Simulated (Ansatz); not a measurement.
Cuprite Ag2O, treated with HSE06 (plane waves, PAW; Ansatz, a quantum-chemistry and plane-wave program).

Numerical settings: plane-wave cutoff 460 eV, 6×6×6 k mesh, Fermi–Dirac smearing 0.01 eV, no spin polarisation, scalar-relativistic PAW data made under PBE.

Response to compression and expansion:

```csv
V (Å³/atom),P (GPa),direct gap at Γ (eV)
17.409,4.24,1.192
17.867,1.95,1.147
18.201,0.49,1.118
18.783,-1.68,1.072
19.241,-3.12,1.041
```

A straight line through the gaps at Γ against ln V gives a volume deformation potential dE_g(Γ)/d ln V of -1.5 eV: the gap at Γ widens under compression.

Measured, for comparison: band gap 1.2 eV (temperature not stated, no zero-point or thermal correction, photoconductivity; as tabulated in He and Franchini (2017), arXiv:1706.08159).

Spin–orbit coupling is not included.
